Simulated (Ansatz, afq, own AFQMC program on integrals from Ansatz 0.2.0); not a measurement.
AFQMC on a folder of integrals that Ansatz 0.2.0 wrote.

```yaml
crystal:
  periodic: [false, false, false]
  atoms:
    - {symbol: Sn, position_ang: [-0.000592, 0.000591, 0.000584]}
    - {symbol: H, position_ang: [0.978183, 0.987759, 0.985712]}
    - {symbol: H, position_ang: [-0.989566, -0.979276, 0.982809]}
    - {symbol: H, position_ang: [-0.978984, 0.980803, -0.991843]}
    - {symbol: H, position_ang: [1.060057, -1.058899, -1.045404]}
basis:
  gaussian: {orbitals: def2-SVP}
magnetization: {spin_polarized: false}
correlation: {method: ccsd_t, electrons: outside_noble_gas, hamiltonian_folder: ham}
```

```sh
$ ansatz run in.yaml --threads 1 --pin off --events-out ev --progress --plain --max-ram 1382MiB
```

Options of the walk:

```
--method phaseless --trial cisd --walkers 70 --populations 1 --least-time 40 --time-step 0.005 --steps-per-block 50 --equilibration-blocks 28 --max-blocks 300 --target-error 0.00034 --factor-cut 1e-05 --seed 4254 --release-times 0.24,0.51,0.99,1.62,2.4 --release-step 0.03 --release-every 4 --taylor-order 6
```

Times are imaginary, in 1/Eh. The walk had a cap of 517 s. Filled inner d shells are frozen with the cores. Core potentials past Kr, no spin–orbit coupling.

afq prints:

```
orbitals 37  electrons 4 4  factors 312 of 546
reference energy -215.62977184 Eh
CCSD correlation -0.13148278 Eh in 8 cycles, weight of the determinant in the CISD state 0.9179
energy of the start -215.761255 Eh
 block  time / (1/Eh)  mean weight  energy / Eh
     1     0.250  0.9984  -215.760058
     2     0.500  1.0004  -215.760318
     3     0.750  0.9991  -215.760903
     4     1.000  0.9995  -215.761623
     5     1.250  1.0003  -215.761945
     8     2.000  1.0005  -215.761431
    13     3.250  1.0004  -215.764254
    25     6.250  1.0015  -215.764201
    37     9.250  0.9990  -215.765550
    49    12.250  1.0004  -215.765652
    61    15.250  1.0002  -215.766655
    73    18.250  0.9997  -215.762652
    85    21.250  0.9997  -215.765668
    97    24.250  0.9993  -215.763336
   109    27.250  1.0006  -215.765120
   121    30.250  1.0008  -215.763165
   129    32.250  1.0011  -215.762060
   133    33.250  0.9986  -215.763310
   145    36.250  0.9996  -215.764838
   157    39.250  1.0000  -215.764182
   169    42.250  1.0018  -215.763754
   181    45.250  1.0010  -215.763445
   185    46.250  1.0003  -215.764175
blocks merged  error / Eh  count
     1  0.000081  160
     2  0.000101  80
     4  0.000119  40
     8  0.000141  20
    16  0.000157  10
released: time / (1/Eh)  energy / Eh  error  mean overlap
  0.24  -215.764046  0.000163  0.9999
  0.51  -215.764045  0.000121  0.9993
  0.99  -215.764015  0.000134  1.0097
  1.62  -215.764040  0.000134  1.0107
  2.40  -215.764082  0.000183  1.0139
energy -215.764037 +/- 0.000141 Eh
(rows thinned)
```

The run passed its tests (sampling time, drift between the halves within three errors, error under three times the target), which doesn't prove that it has relaxed.

Against this walk (error 3.8 meV) on the same determinant: CCSD(T) 16.7 meV higher, CCSDT(Q) 1.3 meV lower (within the noise). The error is statistical and leaves out the bias of the constraint. Released to 2.40 1/Eh the energy moves by -1 ± 6 meV (both errors), within twice the noise.

Cautions: constraint bias not in the error; no spin-orbit coupling; inner d shell frozen.

The walk took 77 s on 1 thread of Intel(R) Xeon(R) 6975P-C (Granite Rapids), on a shared host. The log's last line is the phaseless energy.

CCSDT and higher add their correlation energy to the determinant of the CCSD(T) run, since their own runs factorise the integrals more tightly (a shift of under 2 meV). A walk keeps the symmetry of its determinant, which the program's search chose and which needn't be the lowest solution, so a lower state of the same spin and another symmetry isn't excluded.
